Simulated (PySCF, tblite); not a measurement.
**2,3-dihydrothiophene (C₄H₆S): dynamics, then NMR shifts on frames**

How do NMR shifts of 2,3-dihydrothiophene (C₄H₆S) (`C1=CSCC1`) change as the atoms move?

Computed with tblite 0.8.0 and PySCF 2.14.0, with density-fitted response routines of our own, on a single molecule in the gas phase. Atoms count from 0, in the outputs and in this text.

### Step 1. The starting structure

11 atoms, charge 0, multiplicity 1; geometry from: GFN2-xTB.

Bonds of the start (Å): C0–C1 1.32, C1–S2 1.75, S2–C3 1.84, C3–C4 1.53, C4–C0 1.50, C0–H5 1.08, C1–H6 1.07, C3–H7 1.09, C3–H8 1.09, C4–H9 1.09, C4–H10 1.09.

### Step 2. Thermal motion with GFN2-xTB

What the job is given:

```
{"job": {"kind": "md", "xc": "GFN2-xTB", "basis": "xTB", "temperature": 300, "steps": 2000, "every": 50, "frames": 5}, "charge": 0, "multiplicity": 1}
C      1.052362    -0.503560     0.076520
C      1.308474     0.579247    -0.640470
S     -0.083423     1.567536    -1.015066
C     -1.171648     0.522522     0.032852
C     -0.387900    -0.733590     0.424396
H      1.801095    -1.214852     0.379669
H      2.258498     0.910894    -1.014408
H     -1.441858     1.122685     0.901333
H     -2.070926     0.300920    -0.537410
H     -0.755563    -1.607017    -0.123733
H     -0.503687    -0.942113     1.490353
```

Level: GFN2-xTB Langevin dynamics, gas phase.

Started as:

```sh
OMP_NUM_THREADS=1 python probes_run.py task.json out
```

One launch serves the whole session: the jobs run in the order shown.

The log of the run:

```text
t/fs     T/K      E/eV
    0.0   263.2   -403.86264
   25.0   130.4   -403.66852
   50.0   230.0   -403.70953
   75.0   148.8   -403.60595
  100.0   163.5   -403.70749
  125.0   180.7   -403.67428
  150.0   248.5   -403.59752
  175.0   197.0   -403.58281
  200.0   315.3   -403.59272
  225.0   234.5   -403.56145
  250.0   293.2   -403.51588
  275.0   343.4   -403.28595
  300.0   373.3   -403.47654
  325.0   413.6   -403.52951
  350.0   349.6   -403.45987
  375.0   422.9   -403.54356
  400.0   343.6   -403.43337
  425.0   303.1   -403.52154
  450.0   189.5   -403.43018
  475.0   365.0   -403.48703
  500.0   382.4   -403.45892
  525.0   383.1   -403.52632
  550.0   288.7   -403.53796
  575.0   237.1   -403.49277
  600.0   256.7   -403.54555
  625.0   288.5   -403.52304
  650.0   364.3   -403.63152
  675.0   296.9   -403.66796
  700.0   239.3   -403.64229
  725.0   266.2   -403.74234
  750.0   209.2   -403.54247
  775.0   310.0   -403.67369
  800.0   282.1   -403.61781
  825.0   328.9   -403.65148
  850.0   347.7   -403.40021
  875.0   413.8   -403.44206
  900.0   309.5   -403.38796
  925.0   377.7   -403.61092
  950.0   304.7   -403.48935
  975.0   347.6   -403.56904
 1000.0   374.6   -403.64678
```

Wall time 6.8 s (1 thread of Arm Neoverse V1, shared host); peak memory 0.18 GiB.

Distance from the start (root mean square after alignment): 0 fs 0.00 Å, 200 fs 0.37 Å, 400 fs 0.11 Å, 600 fs 0.13 Å, 800 fs 0.09 Å, 1000 fs 0.06 Å.

Positions (Å) and forces (eV/Å) at 1000 fs:

```xyz
11

C     0.645    0.334    0.030   -1.069   -0.402    0.316
C    -0.361    0.844   -0.665   -0.166    0.849   -0.834
S    -1.401   -0.284   -1.562    0.880   -0.228    0.917
C    -0.628   -1.702   -0.605   -0.052    0.182   -0.408
C     0.625   -1.151    0.110    0.036   -1.005   -0.568
H     1.353    0.873    0.618    0.178    0.323    0.041
H    -0.548    1.901   -0.894    0.166   -0.641    0.235
H    -1.370   -1.949    0.150   -0.137   -0.327   -0.173
H    -0.437   -2.554   -1.313   -0.202    0.879    0.798
H     1.492   -1.532   -0.396    0.780   -0.139   -0.681
H     0.737   -1.622    1.089   -0.414    0.510    0.356
```

### Step 3. Shielding tensors: 250 fs, PBE0/pcSseg-1

What the job is given:

```
{"job": {"kind": "nmr", "xc": "PBE0", "basis": "pcSseg-1", "pop": false}, "charge": 0, "multiplicity": 1}
C      0.926100    -0.808500    -0.185900
C      0.987900     0.147700    -1.083900
S     -0.527500     1.069900    -1.058700
C     -1.402000    -0.063300     0.071700
C     -0.296800    -0.879100     0.716700
H      1.748800    -1.534500    -0.108700
H      1.671800     0.333300    -1.866400
H     -2.024500     0.474000     0.729400
H     -2.044000    -0.651300    -0.528900
H     -0.513800    -1.943400     0.893300
H     -0.211800    -0.558600     1.738000
```

Method: GIAO PBE0/pcSseg-1 NMR shielding, non-relativistic, gas phase.

The log of the run:

```text
coarse grid: 9688 points
cycle   1  E = -553.7692027865  dE =  7.082e-01  |g| = 2.669e-01  |ddm| = 3.082e+00
cycle   2  E = -553.7723187441  dE = -3.116e-03  |g| = 2.595e-01  |ddm| = 5.319e-01
cycle   3  E = -553.7888150438  dE = -1.650e-02  |g| = 6.122e-02  |ddm| = 2.751e-01
cycle   4  E = -553.7896648504  dE = -8.498e-04  |g| = 2.666e-02  |ddm| = 1.003e-01
cycle   5  E = -553.7898414820  dE = -1.766e-04  |g| = 7.251e-03  |ddm| = 3.095e-02
cycle   6  E = -553.7898537302  dE = -1.225e-05  |g| = 2.268e-03  |ddm| = 8.794e-03
cycle   7  E = -553.7898548797  dE = -1.150e-06  |g| = 3.806e-04  |ddm| = 2.634e-03
final grid: 88816 points
cycle   8  E = -553.8234678189  dE = -1.916e-05  |g| = 7.955e-03  |ddm| = 2.242e-02
cycle   9  E = -553.8234543446  dE =  1.347e-05  |g| = 1.068e-02  |ddm| = 1.702e-02
cycle  10  E = -553.8234837091  dE = -2.936e-05  |g| = 9.183e-04  |ddm| = 1.116e-02
cycle  11  E = -553.8234839127  dE = -2.036e-07  |g| = 3.315e-04  |ddm| = 1.165e-03
cycle  12  E = -553.8234839399  dE = -2.722e-08  |g| = 4.413e-05  |ddm| = 2.888e-04
cycle  13  E = -553.8234839403  dE = -4.004e-10  |g| = 2.089e-05  |ddm| = 7.318e-05
converged SCF energy = -553.8234839403

GIAO shielding tensors (ppm)
atom      isotropic    diamagn.    paramagn.     s11        s22        s33       span
  0 C       60.813     253.132    -192.319    -37.749     89.290    130.898    168.647
  1 C       50.143     257.762    -207.619    -55.469     71.797    134.101    189.569
  2 S      410.729    1054.735    -644.006    178.359    324.764    729.063    550.704
  3 C      156.883     248.737     -91.854    119.017    168.139    183.493     64.476
  4 C      152.522     244.762     -92.240    118.215    157.472    181.880     63.666
  5 H       26.057      29.631      -3.574     23.460     24.238     30.473      7.013
  6 H       25.536      31.205      -5.669     24.286     25.546     26.777      2.491
  7 H       29.752      30.568      -0.816     25.294     27.385     36.578     11.284
  8 H       29.222      30.245      -1.023     23.155     27.801     36.709     13.554
  9 H       28.842      28.695       0.147     24.542     26.596     35.387     10.845
 10 H       29.118      29.620      -0.502     24.020     27.444     35.889     11.869
```

It took 8.8 s on 1 thread of Arm Neoverse V1, shared host; peak memory 0.56 GiB.

The references, computed at this level on geometries of the same kind, shield at (ppm): 1H TMS 31.72, 13C TMS 186.9, 33S CS2 504. Their shielding less the atom's gives the shift. The references are single molecules in the gas phase. Each atom is listed at this fixed geometry, with no averaging over motion; a spectrum would average atoms that exchange fast.

```csv
atoms,environment,σ (ppm),δ (ppm)
C1,alkene CH,50.1,136.8
C0,alkene CH,60.8,126.1
C4,allylic sp3 CH2,152.5,34.4
C3,sp3 CH2 bonded to S,156.9,30.0
H6,hydrogen on an alkene CH,25.54,6.18
H5,hydrogen on an alkene CH,26.06,5.66
H9,hydrogen on an allylic sp3 CH2,28.84,2.88
H10,hydrogen on an allylic sp3 CH2,29.12,2.60
H8,hydrogen on an sp3 CH2 bonded to S,29.22,2.50
H7,hydrogen on an sp3 CH2 bonded to S,29.75,1.96
S2,sulfide sulfur,411,93
```

Ring of atoms C0, C1, S2, C3, C4: NICS(0) -4.6, NICS(1) -2.6, NICS(1)zz -0.5 ppm (means of both faces).

### Step 4. Nuclear shieldings: 425 fs, PBE0/pcSseg-1

What the job is given:

```
{"job": {"kind": "nmr", "xc": "PBE0", "basis": "pcSseg-1", "pop": false}, "charge": 0, "multiplicity": 1}
C      1.113200    -1.089700    -0.234300
C      1.025700    -0.008000    -1.022100
S     -0.570700     0.830500    -0.997400
C     -0.996500    -0.205300     0.535500
C     -0.100900    -1.466700     0.561900
H      2.043900    -1.720400    -0.130300
H      1.722900     0.227500    -1.799800
H     -0.879900     0.371000     1.490200
H     -2.030200    -0.463300     0.374700
H     -0.689900    -2.177200     0.034600
H      0.093000    -1.792700     1.567900
```

Method: GIAO PBE0/pcSseg-1 NMR shielding, non-relativistic, gas phase.

The log of the run:

```text
coarse grid: 9688 points
cycle   1  E = -553.7746108186  dE =  5.208e-01  |g| = 2.540e-01  |ddm| = 3.040e+00
cycle   2  E = -553.7763723971  dE = -1.762e-03  |g| = 2.544e-01  |ddm| = 4.837e-01
cycle   3  E = -553.7921810336  dE = -1.581e-02  |g| = 6.324e-02  |ddm| = 2.633e-01
cycle   4  E = -553.7931282978  dE = -9.473e-04  |g| = 2.878e-02  |ddm| = 1.045e-01
cycle   5  E = -553.7933384741  dE = -2.102e-04  |g| = 7.328e-03  |ddm| = 3.139e-02
cycle   6  E = -553.7933508875  dE = -1.241e-05  |g| = 2.726e-03  |ddm| = 9.846e-03
cycle   7  E = -553.7933526290  dE = -1.741e-06  |g| = 3.907e-04  |ddm| = 2.835e-03
final grid: 88816 points
cycle   8  E = -553.8268354290  dE = -1.602e-05  |g| = 7.913e-03  |ddm| = 2.289e-02
cycle   9  E = -553.8268163507  dE =  1.908e-05  |g| = 1.149e-02  |ddm| = 1.797e-02
cycle  10  E = -553.8268515017  dE = -3.515e-05  |g| = 9.809e-04  |ddm| = 1.214e-02
cycle  11  E = -553.8268517386  dE = -2.369e-07  |g| = 3.563e-04  |ddm| = 1.205e-03
cycle  12  E = -553.8268517698  dE = -3.115e-08  |g| = 6.661e-05  |ddm| = 3.234e-04
cycle  13  E = -553.8268517707  dE = -9.638e-10  |g| = 2.380e-05  |ddm| = 7.516e-05
converged SCF energy = -553.8268517707

GIAO shielding tensors (ppm)
atom      isotropic    diamagn.    paramagn.     s11        s22        s33       span
  0 C       53.480     254.550    -201.071    -41.515     74.674    127.280    168.795
  1 C       45.117     256.168    -211.051    -53.419     62.598    126.172    179.591
  2 S      392.607    1054.986    -662.379    204.795    282.442    690.584    485.789
  3 C      139.915     248.494    -108.579     88.782    159.615    171.350     82.568
  4 C      149.817     248.864     -99.047    120.067    157.620    171.765     51.698
  5 H       25.182      28.464      -3.282     22.753     24.335     28.457      5.704
  6 H       25.592      30.178      -4.586     23.667     25.382     27.726      4.059
  7 H       27.837      29.214      -1.376     21.749     26.823     34.941     13.192
  8 H       28.309      30.369      -2.060     23.633     26.719     34.575     10.942
  9 H       29.349      30.056      -0.707     24.437     27.791     35.818     11.381
 10 H       29.368      29.963      -0.595     24.940     27.387     35.777     10.837
```

Wall time 8.6 s (1 thread of Arm Neoverse V1, shared host); peak memory 0.57 GiB.

In short: δ C1 141.8, C0 133.4, C3 47.0, C4 37.1, H5 6.54, H6 6.13 ppm.

### Step 5. Nuclear shieldings: 625 fs, PBE0/pcSseg-1

What the job is given:

```
{"job": {"kind": "nmr", "xc": "PBE0", "basis": "pcSseg-1", "pop": false}, "charge": 0, "multiplicity": 1}
C      1.491600    -0.698600     0.434400
C      1.348100     0.275300    -0.469100
S     -0.222800     0.264100    -1.240900
C     -0.886600    -0.966400    -0.108800
C      0.269100    -1.567000     0.701400
H      2.421000    -1.020400     0.724900
H      2.185900     0.934800    -0.674700
H     -1.614800    -0.487200     0.533900
H     -1.441600    -1.688400    -0.687200
H      0.462000    -2.573700     0.413600
H     -0.028500    -1.706400     1.767000
```

Level: GIAO PBE0/pcSseg-1 NMR shielding, non-relativistic, gas phase.

The log of the run:

```text
coarse grid: 9688 points
cycle   1  E = -553.7692017200  dE =  6.940e-01  |g| = 2.781e-01  |ddm| = 3.102e+00
cycle   2  E = -553.7663896459  dE =  2.812e-03  |g| = 3.058e-01  |ddm| = 5.446e-01
cycle   3  E = -553.7894674816  dE = -2.308e-02  |g| = 7.559e-02  |ddm| = 3.334e-01
cycle   4  E = -553.7908825423  dE = -1.415e-03  |g| = 2.845e-02  |ddm| = 1.115e-01
cycle   5  E = -553.7910781821  dE = -1.956e-04  |g| = 7.513e-03  |ddm| = 2.949e-02
cycle   6  E = -553.7910917801  dE = -1.360e-05  |g| = 2.231e-03  |ddm| = 1.048e-02
cycle   7  E = -553.7910928659  dE = -1.086e-06  |g| = 3.459e-04  |ddm| = 2.563e-03
final grid: 88816 points
cycle   8  E = -553.8246603203  dE = -1.895e-05  |g| = 7.917e-03  |ddm| = 2.244e-02
cycle   9  E = -553.8246463530  dE =  1.397e-05  |g| = 1.072e-02  |ddm| = 1.708e-02
cycle  10  E = -553.8246760329  dE = -2.968e-05  |g| = 9.603e-04  |ddm| = 1.126e-02
cycle  11  E = -553.8246762569  dE = -2.241e-07  |g| = 3.560e-04  |ddm| = 1.207e-03
cycle  12  E = -553.8246762883  dE = -3.137e-08  |g| = 4.388e-05  |ddm| = 3.116e-04
cycle  13  E = -553.8246762887  dE = -4.038e-10  |g| = 1.996e-05  |ddm| = 6.884e-05
converged SCF energy = -553.8246762887

GIAO shielding tensors (ppm)
atom      isotropic    diamagn.    paramagn.     s11        s22        s33       span
  0 C       56.676     252.749    -196.073    -45.916     80.936    135.007    180.924
  1 C       44.657     257.344    -212.687    -68.749     74.987    127.733    196.482
  2 S      443.221    1054.921    -611.700    263.830    324.020    741.813    477.983
  3 C      157.693     249.502     -91.810    121.879    167.986    183.214     61.335
  4 C      148.817     245.670     -96.853    115.198    153.760    177.493     62.295
  5 H       27.159      31.792      -4.633     25.275     25.482     30.722      5.448
  6 H       25.061      29.661      -4.600     23.282     24.213     27.688      4.406
  7 H       28.777      30.594      -1.817     22.502     27.384     36.444     13.942
  8 H       28.918      29.737      -0.818     23.971     26.834     35.950     11.979
  9 H       29.438      29.234       0.203     24.607     27.832     35.874     11.267
 10 H       28.410      28.441      -0.031     23.745     26.369     35.115     11.370
```

It took 8 s on 1 thread of Arm Neoverse V1, shared host; peak memory 0.57 GiB.

Key values: δ C1 142.3, C0 130.2, C4 38.1, C3 29.2, H6 6.66, H5 4.56 ppm.

### Step 6. Shielding tensors: 800 fs, PBE0/pcSseg-1

What the job is given:

```
{"job": {"kind": "nmr", "xc": "PBE0", "basis": "pcSseg-1", "pop": false}, "charge": 0, "multiplicity": 1}
C      0.757000     0.048200     0.551000
C      0.302700     0.817800    -0.415400
S     -0.626700     0.047600    -1.667900
C     -0.705500    -1.514600    -0.607200
C      0.268600    -1.398600     0.550900
H      1.368500     0.374200     1.312800
H      0.485100     1.889900    -0.459400
H     -1.766500    -1.558500    -0.216800
H     -0.501300    -2.414000    -1.299500
H      1.121500    -2.115000     0.464400
H     -0.230600    -1.599800     1.478700
```

Level: GIAO PBE0/pcSseg-1 NMR shielding, non-relativistic, gas phase.

The log of the run:

```text
coarse grid: 9688 points
cycle   1  E = -553.7726166203  dE =  5.966e-01  |g| = 2.773e-01  |ddm| = 3.066e+00
cycle   2  E = -553.7716060411  dE =  1.011e-03  |g| = 2.946e-01  |ddm| = 5.421e-01
cycle   3  E = -553.7934204363  dE = -2.181e-02  |g| = 6.398e-02  |ddm| = 3.195e-01
cycle   4  E = -553.7944254138  dE = -1.005e-03  |g| = 2.765e-02  |ddm| = 1.074e-01
cycle   5  E = -553.7946137251  dE = -1.883e-04  |g| = 7.600e-03  |ddm| = 3.105e-02
cycle   6  E = -553.7946275431  dE = -1.382e-05  |g| = 2.458e-03  |ddm| = 1.009e-02
cycle   7  E = -553.7946288999  dE = -1.357e-06  |g| = 3.562e-04  |ddm| = 2.544e-03
final grid: 88816 points
cycle   8  E = -553.8281206852  dE = -1.716e-05  |g| = 7.722e-03  |ddm| = 2.322e-02
cycle   9  E = -553.8281032723  dE =  1.741e-05  |g| = 1.111e-02  |ddm| = 1.756e-02
cycle  10  E = -553.8281359040  dE = -3.263e-05  |g| = 1.006e-03  |ddm| = 1.177e-02
cycle  11  E = -553.8281361557  dE = -2.517e-07  |g| = 3.215e-04  |ddm| = 1.169e-03
cycle  12  E = -553.8281361807  dE = -2.507e-08  |g| = 5.935e-05  |ddm| = 3.118e-04
cycle  13  E = -553.8281361815  dE = -7.436e-10  |g| = 2.318e-05  |ddm| = 6.967e-05
converged SCF energy = -553.8281361815

GIAO shielding tensors (ppm)
atom      isotropic    diamagn.    paramagn.     s11        s22        s33       span
  0 C       61.542     253.681    -192.139    -31.786     88.305    128.106    159.893
  1 C       52.867     256.904    -204.038    -48.341     72.879    134.062    182.403
  2 S      404.156    1054.768    -650.612    217.505    276.059    718.905    501.400
  3 C      139.845     248.627    -108.782     94.527    157.384    167.623     73.096
  4 C      148.605     247.162     -98.557    123.488    153.333    168.996     45.508
  5 H       27.205      33.097      -5.892     24.900     26.114     30.601      5.701
  6 H       25.583      30.233      -4.650     23.645     24.998     28.107      4.461
  7 H       27.121      28.210      -1.089     21.118     26.322     33.923     12.805
  8 H       26.871      27.049      -0.179     22.046     25.403     33.162     11.116
  9 H       28.275      28.193       0.082     23.394     26.619     34.813     11.419
 10 H       29.239      29.994      -0.755     24.881     27.288     35.547     10.666
```

It took 7.5 s on 1 thread of Arm Neoverse V1, shared host; peak memory 0.56 GiB.

This run: δ C1 134.1, C0 125.4, C3 47.1, C4 38.3, H6 6.13, H8 4.85 ppm.

### Step 7. Nuclear shieldings: 1000 fs, PBE0/pcSseg-1

What the job is given:

```
{"job": {"kind": "nmr", "xc": "PBE0", "basis": "pcSseg-1", "pop": false}, "charge": 0, "multiplicity": 1}
C      0.644800     0.334400     0.030400
C     -0.361400     0.843500    -0.665100
S     -1.400500    -0.283700    -1.562500
C     -0.628500    -1.701900    -0.604600
C      0.625100    -1.151500     0.109700
H      1.352900     0.872700     0.617700
H     -0.548300     1.900500    -0.894000
H     -1.370200    -1.949400     0.150400
H     -0.436600    -2.554500    -1.312800
H      1.491800    -1.531600    -0.396300
H      0.737300    -1.621800     1.088700
```

Level: GIAO PBE0/pcSseg-1 NMR shielding, non-relativistic, gas phase.

The log of the run:

```text
coarse grid: 9688 points
cycle   1  E = -553.7760858311  dE =  5.938e-01  |g| = 2.694e-01  |ddm| = 3.065e+00
cycle   2  E = -553.7755174054  dE =  5.684e-04  |g| = 2.856e-01  |ddm| = 5.285e-01
cycle   3  E = -553.7957586697  dE = -2.024e-02  |g| = 6.373e-02  |ddm| = 3.060e-01
cycle   4  E = -553.7967547853  dE = -9.961e-04  |g| = 2.777e-02  |ddm| = 1.072e-01
cycle   5  E = -553.7969466545  dE = -1.919e-04  |g| = 7.441e-03  |ddm| = 3.119e-02
cycle   6  E = -553.7969594787  dE = -1.282e-05  |g| = 2.639e-03  |ddm| = 1.001e-02
cycle   7  E = -553.7969610772  dE = -1.598e-06  |g| = 3.891e-04  |ddm| = 2.753e-03
final grid: 88816 points
cycle   8  E = -553.8301240724  dE = -1.528e-05  |g| = 8.020e-03  |ddm| = 2.327e-02
cycle   9  E = -553.8301053167  dE =  1.876e-05  |g| = 1.153e-02  |ddm| = 1.813e-02
cycle  10  E = -553.8301405139  dE = -3.520e-05  |g| = 8.937e-04  |ddm| = 1.218e-02
cycle  11  E = -553.8301407151  dE = -2.012e-07  |g| = 3.483e-04  |ddm| = 1.191e-03
cycle  12  E = -553.8301407447  dE = -2.957e-08  |g| = 5.392e-05  |ddm| = 3.153e-04
cycle  13  E = -553.8301407453  dE = -6.281e-10  |g| = 2.163e-05  |ddm| = 7.020e-05
converged SCF energy = -553.8301407453

GIAO shielding tensors (ppm)
atom      isotropic    diamagn.    paramagn.     s11        s22        s33       span
  0 C       65.427     252.280    -186.853    -29.751     87.455    138.575    168.326
  1 C       48.184     255.329    -207.145    -43.867     63.860    124.560    168.428
  2 S      412.191    1054.607    -642.416    210.416    291.770    734.387    523.971
  3 C      144.744     249.459    -104.715     99.621    163.636    170.976     71.355
  4 C      150.434     245.842     -95.408    117.234    157.598    176.469     59.235
  5 H       26.343      31.325      -4.982     24.292     25.363     29.373      5.081
  6 H       25.526      29.646      -4.121     23.166     25.109     28.303      5.137
  7 H       27.964      29.475      -1.511     21.853     27.268     34.772     12.919
  8 H       27.561      27.752      -0.191     22.766     25.837     34.079     11.314
  9 H       29.249      29.595      -0.346     24.212     27.793     35.742     11.530
 10 H       29.053      29.436      -0.383     24.374     27.209     35.577     11.203
```

Wall time 7.4 s (1 thread of Arm Neoverse V1, shared host); peak memory 0.56 GiB.

In short: δ C1 138.7, C0 121.5, C3 42.2, C4 36.5, H6 6.19, H5 5.37 ppm.

### Step 8. Side by side: NMR shifts

Shifts (ppm) of some atoms, chosen among heavy atoms and hydrogens apart, with basis size and wall time:

```csv
frame,C1,C0,C4,C3,H8,H7,S2,functions,time
250 fs,136.8,126.1,34.4,30.0,2.50,1.96,93,122,8.8 s
425 fs,141.8,133.4,37.1,47.0,3.41,3.88,111,122,8.6 s
625 fs,142.3,130.2,38.1,29.2,2.80,2.94,61,122,8 s
800 fs,134.1,125.4,38.3,47.1,4.85,4.60,100,122,7.5 s
1000 fs,138.7,121.5,36.5,42.2,4.16,3.75,92,122,7.4 s
```

### Step 9. Summary of results

```
                                      quantity                                   value
                                    thermostat                                   300 K
                 mean temperature, second half                                   315 K
       mean potential energy above the minimum                                 0.30 eV
13C shifts against TMS (PBE0/pcSseg-1, 250 fs)            136.8, 126.1, 34.4, 30.0 ppm
 1H shifts against TMS (PBE0/pcSseg-1, 250 fs)  6.18, 5.66, 2.88, 2.60, 2.50, 1.96 ppm
33S shifts against CS2 (PBE0/pcSseg-1, 250 fs)                                  93 ppm
                      range of the shift of S2                           61 to 111 ppm
```

In words: In the second half the potential energy averages 0.30 eV above the minimum; equipartition over 27 harmonic modes at 300 K would give 0.35 eV. With 11 atoms the temperature swings widely (130 to 423 K). Shifts at one fixed geometry are not the observed spectrum, which averages over the motion. In the first frame run (250 fs): Shielding is most anisotropic at S2 (span 551 ppm, paramagnetic term -644 ppm). Across the 5 runs the shift of S2 moves most, between 61 (625 fs) and 111 ppm (425 fs).
